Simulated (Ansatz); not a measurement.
# CH6NO: the cost of one run

Method: RKS PBE-D4/def2-SVPD; program: Ansatz 0.2.0, Gaussian basis.

Levels: PBE-D4, revPBE-D4, BLYP-D4, r2SCAN-D4, B97M-V, PBE0-D4, B3LYP-D4, HSE06-D4, wB97X-V, wB97M-V, B2PLYP, Hartree-Fock, MP2, CCSD, CCSD(T). The reference is CCSD(T) extrapolated to the basis limit.

Correlated methods freeze the cores. B3LYP uses VWN-RPA correlation. B2PLYP carries no dispersion term here.

176 further runs of the same task are left out: 176 set aside as unsound or not needed. Runs told in other sessions of the task aren't counted.

### 1 The starting structure

The pair, from a GFN2-xTB docking trial: 9 atoms, charge -1, spin multiplicity 1.

Atoms are counted from 1 here; the program's logs count them from 0.

Bond lengths: O1–H2 0.963 Å, C3–N4 1.438 Å, C3–H5 1.112 Å, C3–H6 1.098 Å, C3–H7 1.110 Å, N4–H8 1.209 Å, N4–H9 1.022 Å. Angles: N4–C3–H5 115.5°, N4–C3–H6 108.5°, N4–C3–H7 112.1°, H5–C3–H6 107.1°, H5–C3–H7 106.3°, H6–C3–H7 106.9°, C3–N4–H8 106.9°, C3–N4–H9 108.0°, H8–N4–H9 102.5°.

Coordinates:

```xyz
9

O    -0.25000    0.35850   -2.16240
H    -0.09350   -0.57800   -2.32320
C     0.39020   -0.27250    0.96340
N    -0.78620    0.26670    0.33660
H     1.35340    0.18470    0.64880
H     0.45020   -1.34300    0.72880
H     0.35050   -0.18640    2.06950
H    -0.56100    0.31490   -0.85000
H    -0.85360    1.25510    0.58870
```

Atoms 1 to 2 are fragment A (HO−), the rest fragment B (CH₅N).

### 2 A first relaxation in a small basis

pre/in.yaml

```yaml
crystal:
  periodic: [false, false, false]
  atoms:
    - {symbol: O, position_ang: [-0.250000, 0.358500, -2.162400]}
    - {symbol: H, position_ang: [-0.093500, -0.578000, -2.323200]}
    - {symbol: C, position_ang: [0.390200, -0.272500, 0.963400]}
    - {symbol: N, position_ang: [-0.786200, 0.266700, 0.336600]}
    - {symbol: H, position_ang: [1.353400, 0.184700, 0.648800]}
    - {symbol: H, position_ang: [0.450200, -1.343000, 0.728800]}
    - {symbol: H, position_ang: [0.350500, -0.186400, 2.069500]}
    - {symbol: H, position_ang: [-0.561000, 0.314900, -0.850000]}
    - {symbol: H, position_ang: [-0.853600, 1.255100, 0.588700]}
basis:
  gaussian: {orbitals: def2-SVPD}
total_charge: -1
hamiltonian: {xc: pbe, dispersion: d4}
relax: {f_tol: 0.03, max_steps: 250}
```

Launch:

```bash
ansatz run in.yaml --threads 4 --pin off --events-out ev --progress --plain --max-ram 9574MiB
```

**Question.** How long does this run take on 4 threads of Arm Neoverse N1, shared host?

About 13 s.
